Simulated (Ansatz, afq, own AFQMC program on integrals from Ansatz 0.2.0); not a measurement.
Where AFQMC and coupled cluster stand for C2H5, doublet

```xyz
7

C     0.0000   -0.0052    0.9084
C     0.0000    0.0013   -0.9834
H     0.0000   -1.3003    1.4281
H     1.1194    0.6621    1.4321
H    -1.1194    0.6621    1.4321
H     0.0000   -1.1729   -1.7148
H     0.0000    1.1962   -1.6836
```

Basis 6-31G. Noble-gas cores (and the filled d shells of Ga–Kr and In–Xe) are frozen. Ansatz 0.2.0 and our own AFQMC program on the same integrals; the CISD trial comes from CCSD amplitudes, and released means the phaseless constraint is let go. ± is one standard error of the sampling.

Determinant: UHF, the one that the program's search chose, which needn't be the lowest solution. The geometry is a point of a scan.

No full CI on the walks' own integrals is used here; CCSDT(Q) serves as the reference and is uncertain by about the last step of the cluster series.

Cautions: unrestricted determinant slightly spin contaminated (⟨S²⟩ 0.85 against 0.75).

The T1 diagnostic is 0.0213 and the weight of the determinant in the CISD state is 0.837. The ⟨S²⟩ of the determinant is 0.846. The size of the correlated space is 13 electrons in 26 orbitals.

Reference: CCSDT(Q), correlation energy -6.916 eV. The released energy is read at 2.40 1/Eh (meV from the phaseless value at times in 1/Eh: -16 ± 39 at 0.24, -41 ± 26 at 0.51, -46 ± 20 at 0.99, -14 ± 19 at 1.62, -33 ± 26 at 2.40).

```csv
level,E − E(reference) (kJ/mol),share of correlation (%)
HF,667.3,0.00
MP2,150.4,77.46
CCSD,24.3,96.36
CCSD(T),4.2,99.37
CCSDT,0.9,99.86
ph-AFQMC/CISD,3.1 ± 2.5,99.54
released AFQMC,-0.1 ± 2.5,100.02
```

A walk keeps the symmetry of its determinant, which the program's search chose and which needn't be the lowest solution, so a lower state of the same spin and another symmetry isn't excluded. Released energies are given only where the last usable release times agree within the noise; a slower fall can still hide under it.
